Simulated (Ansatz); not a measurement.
CCSD(T) forces

CH₂BCl (SMILES B=CCl), singlet, at a frame of a short PBE0-D4/def2-SVP trajectory.

B1  (-0.679, 0.185, -0.523)
C2  (0.311, 0.006, 0.401)
Cl3  (1.698, -1.015, -0.031)
H4  (-1.503, 0.477, -1.322)
H5  (0.358, 0.163, 1.498)
(Å)

Computed with Ansatz 0.2.0 (basis: def2-TZVPP); correlated methods freeze the cores.

CCSD(T) forces from the calculation:
| atom | Fx | Fy | Fz (eV/Å) |
| --- | --- | --- | --- |
| B1 | -1.411 | 0.662 | -1.160 |
| C2 | 1.673 | -0.924 | 2.315 |
| Cl3 | -0.079 | 0.130 | -0.294 |
| H4 | 0.260 | -0.188 | 0.159 |
| H5 | -0.443 | 0.320 | -1.020 |

Question: Which atom feels the largest CCSD(T) force, and how large is it?

Answer: C2, 3.00 eV/Å, along (0.56, -0.31, 0.77).

Root-mean-square difference of the force components from those of CCSD(T): PBE-D4 0.189; r2SCAN-D4 0.188; PBE0-D4 0.243; wB97M-V 0.259 eV/Å.

The T1 diagnostic stays at or below 0.013. These are differences at one structure, and CCSD(T) in triple zeta is itself an approximation.

For scale, one of the runs: CCSD(T)/def2-TZVPP forces, 132 basis functions, launched by `ansatz run in.yaml --threads 2 --pin off --events-out ev --progress --plain --max-ram 3481MiB`. The run took 39 s on 2 CPU threads of an Arm Neoverse V1 (shared host), with 1.1 GiB of host memory at its peak.
